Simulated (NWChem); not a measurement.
# doublet [C2H4F2]+ at 6 levels

Wanted: a comparison of 6 runs (UHF/6-311+G**, U-revPBE/6-311+G**, UBLYP/6-311+G**, UPBE/6-311+G**, USVWN5/6-311+G**, UMP2/6-311+G**) of doublet [C2H4F2]+. 

The results are computed with NWChem 7.3.0.

**1. The system as given**

[C2H4F2]+: 8 atoms, total charge +1, spin state doublet. As SMILES of the parent species, `CC(F)F`. The coordinates come from a PBE0-D4/def2-TZVP relaxation. That shape belongs to the parent species and isn't relaxed for this state.

Bond lengths: C1–C2 1.497 Å, C2–F3 1.361 Å, C2–F4 1.361 Å, C1–H5 1.091 Å, C1–H6 1.091 Å, C1–H7 1.090 Å, C2–H8 1.095 Å. Some angles: C1–C2–F3 110.3°, C1–C2–F4 110.3°, F3–C2–F4 107.0°, C1–C2–H8 114.0°, F3–C2–H8 107.5°, F4–C2–H8 107.5°, C2–C1–H5 109.4°, C2–C1–H6 109.9°, C2–C1–H7 109.9°, H5–C1–H6 109.3°.

**2. The energy at UHF/6-311+G(d,p) (run 1)**

The input, c2h4f2.nw:

```
start c2h4f2
title "C2H4F2"
memory 2200 mb
charge 1
geometry noautosym nocenter noautoz
 C        0.003300       0.777600       0.023300
 C       -0.052000      -0.718200      -0.008200
 F        0.925500      -1.243400       0.779100
 F        0.168200      -1.172100      -1.271900
 H        0.981400       1.111900      -0.325400
 H       -0.157200       1.132800       1.041800
 H       -0.771000       1.190600      -0.624000
 H       -1.006100      -1.136400       0.329500
end
basis spherical bse
 * library 6-311+G**
end
scf
 nopen 1
 uhf
 thresh 1e-08
 maxiter 80
 noprint "final vectors analysis"
end
task scf
```

The run is started by

```
$ nwchem c2h4f2.nw > c2h4f2.out
```

Log:

```text
[...]
  functions       =   112
[...]
  wavefunction    = UHF
[...]
         Total SCF energy =   -276.559357223735
      One electron energy =   -636.738300370519
      Two electron energy =    227.468351613784
 Nuclear repulsion energy =    132.710591533000
                       Sz =      0.5000
                 Sz(Sz+1) =      0.7500
                      S^2 =      0.7654
[...]
```

Wall time 63 s (1 thread of Intel Xeon Platinum 8488C (Sapphire Rapids), shared host); peak memory 0.097 GiB.

**3. A single-point energy at U-revPBE/6-311+G(d,p) (run 2)**

The input, work.nw:

```
start work
memory total 2200 mb
charge 1

geometry noautosym nocenter noautoz
C      0.003300     0.777600     0.023300
C     -0.052000    -0.718200    -0.008200
F      0.925500    -1.243400     0.779100
F      0.168200    -1.172100    -1.271900
H      0.981400     1.111900    -0.325400
H     -0.157200     1.132800     1.041800
H     -0.771000     1.190600    -0.624000
H     -1.006100    -1.136400     0.329500
end

basis "ao basis" spherical bse
* library 6-311+G**
end

dft
xc revpbe cpbe96
mult 2
grid fine
convergence energy 1e-08
iterations 100
mulliken
end

task dft
```

The run is started by

```
$ nwchem work.nw > work.out
```

Log:

```text
[...]
          Wavefunction type:  spin polarized.
          No. of atoms     :     8
          No. of electrons :    33
[...]
          Charge           :     1
          Spin multiplicity:     2
[...]
          AO basis - number of functions:   112
[...]
              XC Information
              --------------
                        RevPBE Exchange Functional  1.000
            Perdew 1991 LDA Correlation Functional  1.000 local
           PerdewBurkeErnz. Correlation Functional  1.000 non-local
[...]
 d= 0,ls=0.0,diis     1   -277.5897169948 -4.10D+02  1.12D-02  6.79D-01     3.4
[...]
 d= 0,ls=0.0,diis    14   -277.8725268216 -3.74D-09  8.11D-08  1.14D-10    42.1
[...]
         Total DFT energy =     -277.872526821552
      One electron energy =     -636.890677775314
           Coulomb energy =      259.117515886091
    Exchange-Corr. energy =      -32.809956465329
 Nuclear repulsion energy =      132.710591533000
[...]
      Total Density - Mulliken Population Analysis
     ---------------------------------------------
    Atom       Charge   Shell Charges
 -----------   ------   -------------------------------------------------------
    1 C    6     6.38   1.11  0.88  0.64  0.77  1.56  0.53  0.80  0.08 -0.03  0.04
    2 C    6     6.03   1.11  0.88  0.57  0.83  1.46  0.36  0.52  0.09  0.03  0.19
    3 F    9     8.86   1.08  0.91  1.16  1.12  2.31  0.87  1.49 -0.08 -0.01  0.01
    4 F    9     8.86   1.08  0.91  1.16  1.12  2.31  0.87  1.49 -0.08 -0.01  0.01
    5 H    1     0.73   0.26  0.44  0.00  0.02
    6 H    1     0.74   0.27  0.45  0.00  0.02
    7 H    1     0.74   0.27  0.45  0.00  0.02
    8 H    1     0.66   0.25  0.40 -0.02  0.02
[...]
      <S2> =      0.7513 (Exact =     0.7500)
[...]
```

Run time: 43 s. Hardware: 1 thread of Intel Xeon Platinum 8488C (Sapphire Rapids), shared host; peak memory 0.11 GiB.

Runs 3 to 5 aren't shown in full; the table further down has their settings and results.

**4. A single-point energy at UMP2/6-311+G(d,p) (run 6)**

The input, c2h4f2.nw:

```
echo
start c2h4f2
title "C2H4F2 energy"
memory stack 880 mb heap 220 mb global 1100 mb
charge 1
geometry units angstroms noautosym nocenter noautoz
  C     0.003300    0.777600    0.023300
  C    -0.052000   -0.718200   -0.008200
  F     0.925500   -1.243400    0.779100
  F     0.168200   -1.172100   -1.271900
  H     0.981400    1.111900   -0.325400
  H    -0.157200    1.132800    1.041800
  H    -0.771000    1.190600   -0.624000
  H    -1.006100   -1.136400    0.329500
end
basis spherical bse
  * library 6-311+G**
end
scf
  doublet
  uhf
  thresh 1e-08
  maxiter 80
  print medium
end
mp2
  freeze core 4
  tight
end
task mp2 energy
```

The run is started by

```
$ nwchem c2h4f2.nw > c2h4f2.out
```

Log:

```text
[...]
  functions       =   112
[...]
  wavefunction    = UHF
[...]
         Total SCF energy =   -276.559357223735
      One electron energy =   -636.738300370519
      Two electron energy =    227.468351613784
 Nuclear repulsion energy =    132.710591533000
                       Sz =      0.5000
                 Sz(Sz+1) =      0.7500
                      S^2 =      0.7654
[...]
          Total MP2 energy          -277.271752669378
[...]
```

Wall time 69 s (1 thread of Intel Xeon Platinum 8488C (Sapphire Rapids), shared host); peak memory 0.38 GiB.

**5. The series**

```
run               level  iteration cap  module  energy (Eh)   ⟨S²⟩  wall time
  1       UHF/6-311+G**             80     scf  -276.559357  0.765       63 s
  2  U-revPBE/6-311+G**            100     dft  -277.872527  0.751       43 s
  3     UBLYP/6-311+G**            100     dft  -277.907426  0.751       42 s
  4      UPBE/6-311+G**            100     dft  -277.666046  0.751       43 s
  5    USVWN5/6-311+G**            100     dft  -275.955632  0.751       26 s
  6      UMP2/6-311+G**             80     mp2  -277.271753  0.765       69 s
```

**6. Summary of results**

| quantity | value |
| --- | --- |
| run 6: total energy | -277.27175 Eh |
| run 6: HOMO energy (Hartree–Fock orbitals) (highest over α and β) | -22.63 eV |
| run 6: LUMO energy (Hartree–Fock orbitals) (lowest over α and β) | -11.45 eV |
| run 6: correlation energy (4 core orbitals frozen) | -712.4 mEh |
| run 6: ⟨S²⟩ of the reference determinant | 0.765 |

In words: Totals of different functionals can't be ranked against each other. All runs together took 4.8 min, the longest 69 s.
